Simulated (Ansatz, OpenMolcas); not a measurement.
## How methods differ on AlH3Cl− (SMILES [AlH3-][Cl])

AlH3Cl− has 5 atoms, charge -1, and is taken as a singlet. SMILES: `[AlH3-][Cl]`. Geometry: a GFN2-xTB relaxation, a rough one for these elements and not checked as a minimum.

Each level gives the vertical energy of the triplet above the singlet (eV). The values are calculated.

| level | kind | program | value (eV) | less FCI/STO-3G | CPU time (all runs) |
| --- | --- | --- | --- | --- | --- |
| HF/STO-3G | Hartree–Fock | Ansatz | 11.64 | -0.11 | 0.69 s |
| BLYP/STO-3G | GGA | Ansatz | 10.90 | -0.85 | 17 s |
| revPBE/STO-3G | GGA | Ansatz | 10.99 | -0.76 | 15 s |
| r2SCAN/STO-3G | meta-GGA | Ansatz | 11.32 | -0.43 | 35 s |
| B2PLYP/STO-3G | double hybrid | Ansatz | 11.76 | +0.01 | 7.2 s |
| CASSCF(2,2)/STO-3G | multireference | OpenMolcas | 12.05 | +0.30 | 3.5 s |
| BCCD(T)/STO-3G | coupled cluster or CI | Ansatz | 11.77 | +0.02 | 1.3 s |
| CCSDT/STO-3G | coupled cluster or CI | Ansatz | 11.75 | 0.00 | 2.5 s |
| FCI/STO-3G, open shells restricted | exact in the basis | OpenMolcas | 11.75 | 0.00 | 22 s |

FCI/STO-3G, open shells restricted is exact within its basis and frozen core, so for wave-function methods in that basis the difference is their error; functionals converge differently with the basis, so for them it is only a difference. Sets without diffuse functions describe the anion poorly. The values span 10.90 to 12.05 eV. A triplet this far above the singlet is often a Rydberg-like or dissociative state; sets without diffuse functions put Rydberg states too high. All rows use very small basis sets, so even the best lies far from the true value. CPU times are rough (shared hosts, several kinds of processor): they show what a rung costs within a factor of a few.
